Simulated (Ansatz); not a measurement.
```yaml
crystal:
  periodic: [false, false, false]
  atoms:
    - {symbol: C, position_ang: [-0.629699, -0.698916, -0.035185]}
    - {symbol: N, position_ang: [0.170209, -0.598846, 0.971666]}
    - {symbol: Al, position_ang: [0.506991, 0.724001, -0.254678]}
    - {symbol: H, position_ang: [-1.411163, -1.459867, -0.163944]}
    - {symbol: H, position_ang: [1.413562, 1.959930, -0.559259]}
basis:
  gaussian: {orbitals: def2-mTZVP}
hamiltonian: {xc: {name: wB97X-D}, dispersion: d4}
```

```sh
$ ansatz run in.yaml --threads 2 --pin off --events-out ev --progress --plain --max-ram 4352MiB
```

It prints (some lines left out):

```
Error: YAML parse error: error: line 11 column 19: hamiltonian.xc: no functional is named "wB97X-D"; the names, which are not case-sensitive, are SVWN5, SPW92, PBE, PBE0, PBEsol, revPBE, revPBE0, RPBE, rPW86-PBE, HSE06, wPBEh, LC-wPBE, HISS, HF, BLYP, B3LYP, B3LYP5, BHLYP, CAM-B3LYP, r2SCAN, r2SCANh, r2SCAN0, r2SCAN50, m-r2SCAN, B97, wB97, wB97X, wB97X-V, B97M-V, wB97M-V, B2PLYP, B2GP-PLYP, PBE0-DH, PBE-QIDH
 9 | basis:
10 |   gaussian: {orbitals: def2-mTZVP}
11 | hamiltonian: {xc: {name: wB97X-D}, dispersion: d4}
```

Problem. Something in this input is off. What?

Solution. The method's name isn't one that the program takes here. The program refused the input.

HSE06 is defined as in plane-wave codes.
